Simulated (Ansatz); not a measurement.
All numbers were calculated with Ansatz.

`CN/C=C/C=O`. Charge 0, multiplicity 1. All single points use the PBE0-D4/def2-TZVP geometry. It is one conformer, not always the lowest.

```xyz
13

C    -1.999   -0.237   -1.023
N    -0.750    0.417   -0.739
C     0.127   -0.016    0.182
C     1.386    0.432    0.389
C     2.166   -0.131    1.457
O     3.302    0.177    1.749
H    -2.334   -0.772   -0.134
H    -1.921   -0.956   -1.847
H    -2.764    0.499   -1.277
H    -0.425    1.102   -1.402
H    -0.257   -0.802    0.830
H     1.834    1.208   -0.224
H     1.634   -0.922    2.039
```

Problem. What is the dipole moment at PBE/def2-TZVPP? (Estimate.)

Solution. The calculation gave: 6.85 D, with components (-5.91, -0.18, -3.45) D in this frame, pointing from negative to positive charge.

Problem. And with r2SCAN, B3LYP, ωB97M-V? (An estimate is asked.)

Solution. The calculation gave: r2SCAN 6.98 D, B3LYP 6.89 D, ωB97M-V 6.72 D.

Problem. Give the Mulliken charges with PBE, ωB97M-V, B3LYP in def2-TZVPP. (Estimate.)

Solution. The calculation gave: 
| atom | PBE | ωB97M-V | B3LYP |
| --- | --- | --- | --- |
| C1 | -0.17 | -0.21 | -0.15 |
| N2 | -0.13 | -0.17 | -0.18 |
| C3 | 0.04 | 0.09 | 0.07 |
| C4 | -0.11 | -0.14 | -0.15 |
| C5 | 0.05 | 0.08 | 0.09 |
| O6 | -0.27 | -0.33 | -0.32 |
| H7 | 0.10 | 0.11 | 0.10 |
| H8 | 0.11 | 0.13 | 0.11 |
| H9 | 0.10 | 0.13 | 0.11 |
| H10 | 0.16 | 0.12 | 0.15 |
| H11 | 0.07 | 0.09 | 0.09 |
| H12 | 0.05 | 0.08 | 0.08 |
| H13 | 0.00 | 0.04 | 0.02 |

B3LYP here is the variant with VWN-RPA as its local correlation; programs differ in this.
